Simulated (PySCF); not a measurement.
## Computed properties of acetonitrile (C₂H₃N), SMILES C(C)#N

acetonitrile (C2H3N), SMILES CC#N. The structure is a stationary point at PBE0-D3(BJ)/def2-TZVP. The values are those of a single conformer. All values are computed for the isolated molecule unless a solvent is named; none is compared with measurement here.

**Structure.** The optimised structure has C3v symmetry. All 12 harmonic modes at PBE0-D3(BJ)/def2-TZVP (PySCF) are real, so it is a minimum. With heavy atoms numbered as in [CH3:1][C:2]#[N:3], the shortest bond between them is C2–N3 at 1.149 Å and the longest C1–C2 at 1.449 Å.

**Vibrations.** The strongest infrared lines (harmonic, unscaled, degenerate partners summed) lie at 1465 cm⁻¹ (24 km/mol, H 97 %), 2393 cm⁻¹ (12 km/mol, C 62 %, N 38 %), 1054 cm⁻¹ (5 km/mol, H 66 %, C 34 %). The softest mode is at 390 cm⁻¹ and the zero-point energy is 28.5 kcal/mol.

**Electronic structure.** HF/def2-TZVPD (PySCF) places the frontier levels at -12.61 and 1.58 eV, a gap of 14.19 eV, and gives a dipole moment of 4.23 D and a mean polarisability of 28.1 bohr³.

**Excitations.** TDDFT-B3LYP/def2-SVPD (PySCF) has S1 at 7.86 eV (158 nm, f = 0.000, dark); the most intense of the 10 singlets computed lies at 10.16 eV (f = 0.12). Strengths of degenerate partners are summed. T1 (TDA) is at 6.46 eV. No vertical singlet excitation falls in the visible range (under 3.1 eV).

**NMR.** GIAO shifts at B3LYP/pcSseg-2 (PySCF) (non-relativistic, atoms alike by connectivity averaged): ¹³C from 0.4 to 121.8 ppm against TMS; ¹H at 1.8 ppm against TMS.
